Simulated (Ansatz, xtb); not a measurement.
## C5H12N+: which of two isomers lies lower

Structure a: `C[NH+]1CCCC1`, a singlet. Structure b: `C/C=[N+](\C)CC`, a singlet. Both are isolated ions in the gas phase, relaxed with PBE-D3(BJ)/def2-SVP; the shapes shown needn't be the lowest conformers.

a (Å):

```xyz
18

C    -1.1229   -1.4512   -2.4868
C    -1.2921   -2.2301   -0.0729
C    -0.9615   -1.6141    1.2905
C    -0.0532   -0.3851    0.9848
C     0.0773   -0.3379   -0.5423
N    -1.1505   -1.0738   -1.0437
H    -2.0616   -1.9746   -2.7442
H    -0.2602   -2.1198   -2.6616
H    -1.0199   -0.5375   -3.1000
H    -1.9638   -0.4482   -0.8924
H    -2.3041   -2.6663   -0.1692
H    -0.5480   -2.9857   -0.3934
H    -1.8849   -1.3026    1.8161
H    -0.4654   -2.3607    1.9379
H     0.9463   -0.4686    1.4502
H    -0.5063    0.5479    1.3719
H     0.1043    0.6733   -0.9899
H     0.9467   -0.9139   -0.9156
```

b (Å):

```yaml
atoms:
  - { symbol: C, position_ang: [-1.1170, -1.8544, -2.8046] }
  - { symbol: C, position_ang: [-0.3120, -1.6072, -1.5956] }
  - { symbol: C, position_ang: [-2.1425, -1.5934, 0.0299] }
  - { symbol: C, position_ang: [0.2292, -1.1971, 0.7323] }
  - { symbol: C, position_ang: [-0.0083, 0.1637, 1.3773] }
  - { symbol: N, position_ang: [-0.7304, -1.4903, -0.3686] }
  - { symbol: H, position_ang: [-0.7337, -2.7686, -3.3095] }
  - { symbol: H, position_ang: [-0.9224, -1.0300, -3.5264] }
  - { symbol: H, position_ang: [-2.2044, -1.9439, -2.6436] }
  - { symbol: H, position_ang: [0.7809, -1.5005, -1.7244] }
  - { symbol: H, position_ang: [-2.7175, -2.1831, -0.7026] }
  - { symbol: H, position_ang: [-2.1937, -2.0878, 1.0175] }
  - { symbol: H, position_ang: [-2.5800, -0.5791, 0.1155] }
  - { symbol: H, position_ang: [1.2467, -1.2664, 0.3022] }
  - { symbol: H, position_ang: [0.1188, -2.0184, 1.4707] }
  - { symbol: H, position_ang: [-0.9904, 0.2305, 1.8837] }
  - { symbol: H, position_ang: [0.7688, 0.3242, 2.1495] }
  - { symbol: H, position_ang: [0.0745, 0.9842, 0.6375] }
```

Quicker runs give these differences E(b) − E(a): GFN2-xTB +7.8 kcal/mol; HF/STO-3G +34.2 kcal/mol (at GFN2-xTB geometries); r2SCAN-D4/def2-SVP +6.4 kcal/mol (at GFN2-xTB geometries).

Problem. Estimate E(b) − E(a) at the level CCSD(T)/def2-SVP + ΔMP2/def2-TZVPP.

Solution. Calculated at CCSD(T)/def2-SVP + ΔMP2/def2-TZVPP: E(b) − E(a) = +8.2 kcal/mol, so structure a lies lower.

The same difference at several levels:

| level | geometry | E(b) − E(a) (kcal/mol) | departure from the last row (kcal/mol) | job, with rough time for the two |
| --- | --- | --- | --- | --- |
| GFN2-xTB | GFN2-xTB | +7.8 | −0.4 | optimisation, 0.35 s |
| HF/STO-3G | GFN2-xTB | +34.2 | +26.0 | single point, 0.82 s |
| r2SCAN-D4/def2-SVP | GFN2-xTB | +6.4 | −1.8 | single point, 5 s |
| PBE-D3(BJ)/def2-SVP | PBE-D3(BJ)/def2-SVP | +5.6 | −2.6 | optimisation, 2 min |
| HF/def2-SVP | PBE-D3(BJ)/def2-SVP | +5.5 | −2.7 | part of the CCSD(T) run |
| MP2/def2-SVP | PBE-D3(BJ)/def2-SVP | +9.1 | +0.9 | part of the CCSD(T) run |
| CCSD(T)/def2-SVP | PBE-D3(BJ)/def2-SVP | +7.2 | −1.1 | single point |
| CCSD(T)/def2-SVP + ΔMP2/def2-TZVPP | PBE-D3(BJ)/def2-SVP | +8.2 |  | single point, 2.3 min |

As drawn, b has 1 C=N, 1 C–H in place of 1 C–N, 1 C–C, 1 N–H. Structure a has a 5-membered ring, b no ring.

The levels shown agree on the order. The largest departure from CCSD(T)/def2-SVP + ΔMP2/def2-TZVPP is that of HF/STO-3G, 26.0 kcal/mol. The last row adds to CCSD(T) the change of the MP2 difference between the two basis sets, here +1.1 kcal/mol.

With thermal terms from frequencies at re-optimised GFN2-xTB minima (ideal gas, soft modes damped towards free rotors, one conformer each, 298.15 K, 1 atm): the zero-point term adds −3.6 kcal/mol; ΔH is +5.8 and ΔG +3.0 kcal/mol.

The correlated steps freeze 6 core orbitals. Run with Ansatz 0.2.0, xtb 6.7.1; the last row on 2 threads of Intel(R) Xeon(R) Processor @ 2.70GHz on a shared host.
